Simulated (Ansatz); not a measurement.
bcc Rb was calculated with PBEsol-D3(BJ) (PAW; Ansatz, a first-principles code).

Settings: plane-wave cutoff 520 eV, 14×14×14 k mesh, Fermi–Dirac smearing 0.05 eV, scalar-relativistic PAW data made under PBE.

Cell (relaxed at this level):

```cif
data_Rb
_chemical_formula_sum 'Rb1'
_space_group_name_H-M_alt 'P 1'
_space_group_IT_number 1
_cell_length_a 4.69365
_cell_length_b 4.69365
_cell_length_c 4.69365
_cell_angle_alpha 109.471
_cell_angle_beta 109.471
_cell_angle_gamma 109.471
loop_
_space_group_symop_operation_xyz
  'x, y, z'
loop_
_atom_site_label
_atom_site_type_symbol
_atom_site_fract_x
_atom_site_fract_y
_atom_site_fract_z
_atom_site_occupancy
Rb1 Rb 0.00000 0.00000 0.00000 1
```

Q: Give the computed bulk modulus B0 and pressure derivative B′ of the bulk modulus.

A: 
* **bulk modulus B0**: 3.32 GPa
* **pressure derivative B′ of the bulk modulus**: 3.7

The run finds no gap.

Measured, for comparison: bulk modulus 2.92 GPa (corrected for temperature and zero-point phonon effects, our sources range from 2.92 to 3.60; as tabulated in Levämäki et al. (2014), arXiv:1402.3671). Computed (rounded) less measured: bulk modulus not scored (sources differ).

Computed values are for the static lattice.

The result took roughly 50 core-seconds.
